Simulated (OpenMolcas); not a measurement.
**S2O (Disulfur monoxide) at 6 levels**

We compute a comparison of 6 runs (UHF/STO-3G, B3LYP/STO-3G, SVWN5/STO-3G, UB3LYP/STO-3G, UPBE/STO-3G, r2SCAN/STO-3G) of S2O (Disulfur monoxide). 

Program for the calculation: OpenMolcas 26.06.

2 further runs of the same task are left out: 2 that didn't finish.

### Step 1. The molecule

S2O has 3 atoms, charge 0, and is taken as a singlet. SMILES: `O=S=S`. One bond was lengthened or shortened from a relaxed shape.

Bond lengths: O1–S2 1.453 Å, S2–S3 2.350 Å. Angles: O1–S2–S3 117.8°.

### Step 2. The energy at UHF/STO-3G (run 1)

mol.input reads:

```
&GATEWAY
  BASLIB=$CurrDir
  COORD
  3
  angstrom
  O        0.829125       1.402286       0.690948
  S        0.906615      -0.007244       0.346718
  S       -0.980740      -0.998510      -0.642110
  BASIS=STO-3G
  GROUP=NoSym

&SEWARD

&SCF
  UHF
  THRESHOLDS=1e-10 1e-07 1e-07 1e-05
  SCRAMBLE=0.25
  PRORBITALS=1 1
```

The basis set STO-3G is read from a file made from the Basis Set Exchange's data (not shown).

Run with:

```bash
export MOLCAS_MEM=1860
pymolcas mol.input > mol.log
```

Standard output:

```text
--- Start Module: gateway ---
[...]
--- Stop Module: gateway /rc=_RC_ALL_IS_WELL_ ---
--- Start Module: seward ---
[...]
      Basis functions           23
--- Stop Module: seward /rc=_RC_ALL_IS_WELL_ ---
--- Start Module: scf ---
[...]
       Convergence after 126 Iterations
[...]
::    Total SCF energy                               -860.0839501283
[...]
      Total spin, S                                     0.8031576024
[...]
      Total electronic charge=   40.000000
      Total            charge=   -0.000000
[...]
      Dipole Moment (debye):
      Origin of the operator (angstrom)=    0.1363   -0.1217    0.0201
                   X=  2.4142E-02               Y= -5.5899E-01               Z= -1.3905E-01           Total=  5.7653E-01
      Quadrupole Moment (debye*angstrom):
[...]
--- Stop Module: scf /rc=_RC_ALL_IS_WELL_ ---
[...]
```

Wall time 4.5 s (1 thread of Arm Neoverse V1, shared host); peak memory 0.37 GiB.

### Step 3. The energy at B3LYP/STO-3G (run 2)

mol.inp reads:

```
&GATEWAY
BasLib=$CurrDir
Coord
3
angstrom
O        0.829125       1.402286       0.690948
S        0.906615      -0.007244       0.346718
S       -0.980740      -0.998510      -0.642110
Basis=STO-3G
Group=NoSym
&SEWARD
GridInput
Grid=UltraFine
End of Grid
&SCF
KSDFT=B3LYP
Thresholds=1e-10 1e-07 1e-07 1e-05
PrOrbitals=1 1
```

The basis set STO-3G is read from a file made from the Basis Set Exchange's data (not shown).

Run with:

```bash
export MOLCAS_MEM=1860
pymolcas mol.inp > mol.log
```

Standard output:

```text
--- Start Module: gateway ---
[...]
--- Stop Module: gateway /rc=_RC_ALL_IS_WELL_ ---
--- Start Module: seward ---
[...]
      Basis functions           23
--- Stop Module: seward /rc=_RC_ALL_IS_WELL_ ---
--- Start Module: scf ---
[...]
       Convergence after  19 Iterations
[...]
::    Total KS-DFT energy                            -861.5678557368
[...]
      Total spin, S                                     0.0000000000
[...]
      Total electronic charge=   40.000000
      Total            charge=   -0.000000
[...]
      Dipole Moment (debye):
      Origin of the operator (angstrom)=    0.1363   -0.1217    0.0201
                   X=  1.0414E+00               Y= -3.6297E-01               Z=  3.0417E-01           Total=  1.1440E+00
      Quadrupole Moment (debye*angstrom):
[...]
--- Stop Module: scf /rc=_RC_ALL_IS_WELL_ ---
[...]
```

Wall time 4.8 s (1 thread of Arm Neoverse V1, shared host); peak memory 0.37 GiB.

### Step 4. The energy at SVWN5/STO-3G (run 3)

Changes to mol.input since step 2:

```diff
@@ -12,7 +12,9 @@
 &SEWARD
+  GRIDINPUT
+  Grid=UltraFine
+  End of Grid
 
 &SCF
-  UHF
+  KSDFT=SVWN5
   THRESHOLDS=1e-10 1e-07 1e-07 1e-05
-  SCRAMBLE=0.25
   PRORBITALS=1 1
```

The basis set STO-3G is read from a file made from the Basis Set Exchange's data (not shown).

Run with:

```bash
export MOLCAS_MEM=1860
pymolcas mol.input > mol.log
```

Standard output:

```text
--- Start Module: gateway ---
[...]
--- Stop Module: gateway /rc=_RC_ALL_IS_WELL_ ---
--- Start Module: seward ---
[...]
      Basis functions           23
--- Stop Module: seward /rc=_RC_ALL_IS_WELL_ ---
--- Start Module: scf ---
[...]
       Convergence after  34 Iterations
[...]
::    Total KS-DFT energy                            -858.2639091259
[...]
      Total spin, S                                     0.0000000000
[...]
      Total electronic charge=   40.000000
      Total            charge=   -0.000000
[...]
      Dipole Moment (debye):
      Origin of the operator (angstrom)=    0.1363   -0.1217    0.0201
                   X= -9.0185E+00               Y= -9.2637E+00               Z= -5.9263E+00           Total=  1.4222E+01
      Quadrupole Moment (debye*angstrom):
[...]
--- Stop Module: scf /rc=_RC_ALL_IS_WELL_ ---
[...]
```

It took 5.7 s on 1 thread of Arm Neoverse V1, shared host; peak memory 0.37 GiB.

Runs 4 to 5 aren't shown in full; the table further down has their settings and results.

### Step 5. A single-point energy at r2SCAN/STO-3G (run 6)

mol.input reads:

```
>>> EXPORT MOLCAS_PRINT=2

&GATEWAY
 BASLIB=$CurrDir
 COORD
 3
 angstrom
 O        0.829125       1.402286       0.690948
 S        0.906615      -0.007244       0.346718
 S       -0.980740      -0.998510      -0.642110
 BASIS=STO-3G
 GROUP=NoSym

&SEWARD
 GRIDINPUT
 Grid=UltraFine
 End of Grid

&SCF
 KSDFT=2
 1.0 MGGA_X_R2SCAN
 1.0 MGGA_C_R2SCAN
 THRESHOLDS=1e-10 1e-07 1e-07 1e-05
 PRORBITALS=1 1
```

The basis set STO-3G is read from a file made from the Basis Set Exchange's data (not shown).

Run with:

```bash
export MOLCAS_MEM=1860
pymolcas mol.input > mol.log
```

Standard output:

```text
--- Start Module: gateway ---
[...]
--- Stop Module: gateway /rc=_RC_ALL_IS_WELL_ ---
--- Start Module: seward ---
[...]
      Basis functions           23
--- Stop Module: seward /rc=_RC_ALL_IS_WELL_ ---
--- Start Module: scf ---
[...]
       Convergence after  18 Iterations
[...]
::    Total KS-DFT energy                            -861.5431433318
[...]
      Total spin, S                                     0.0000000000
[...]
      Total electronic charge=   40.000000
      Total            charge=   -0.000000
[...]
      Dipole Moment (debye):
      Origin of the operator (angstrom)=    0.1363   -0.1217    0.0201
                   X=  1.1050E+00               Y= -2.6241E-01               Z=  3.5531E-01           Total=  1.1900E+00
      Quadrupole Moment (debye*angstrom):
[...]
--- Stop Module: scf /rc=_RC_ALL_IS_WELL_ ---
[...]
```

It took 5.4 s on 1 thread of Arm Neoverse V1, shared host; peak memory 0.37 GiB.

### Step 6. The series

```tsv
run	level	scramble	integration grid	energy (Eh)	dipole moment (D)	HOMO energy (eV)	LUMO energy (eV)	wall time
1	UHF/STO-3G	0.25	–	-860.083950	0.58	-6.21	6.36	4.5 s
2	B3LYP/STO-3G	–	UltraFine	-861.567856	1.14	-2.26	-0.53	4.8 s
3	SVWN5/STO-3G	–	UltraFine	-858.263909	14.22	-0.92	-0.87	5.7 s
4	UB3LYP/STO-3G	0.25	UltraFine	-861.592592	0.73	-2.32	0.27	11 s
5	UPBE/STO-3G	0.25	UltraFine	-861.170804	0.96	-0.84	-0.57	14 s
6	r2SCAN/STO-3G	–	UltraFine	-861.543143	1.19	-1.25	-1.09	5.4 s
```

### Step 7. What came out

| quantity | value |
| --- | --- |
| run 6: total energy | -861.54314 Eh |
| run 6: dipole moment | 1.19 D |
| run 6: HOMO energy | -1.25 eV |
| run 6: LUMO energy | -1.09 eV |
| run 6: HOMO–LUMO gap | 0.16 eV |

In words: The dipole moment (its size) runs from 0.58 D (UHF/STO-3G) to 14.22 D (SVWN5/STO-3G). So wide a spread suggests that the runs ended on unlike SCF solutions, not only an effect of the method. The HOMO–LUMO gap runs from 0.05 eV (SVWN5/STO-3G) to 12.57 eV (UHF/STO-3G). Totals of different functionals can't be ranked against each other. In runs 1, 2, 3, 4, 5, 6 the basis is minimal, so the values are rough. Spin contamination of the reference: run 1 ⟨S²⟩ = 1.45, run 4 ⟨S²⟩ = 0.90, run 5 ⟨S²⟩ = 0.61. Where it is this large, the reference is a mixture of spin states, and values that rest on it are in doubt. All runs together took 46 s, the longest 14 s.
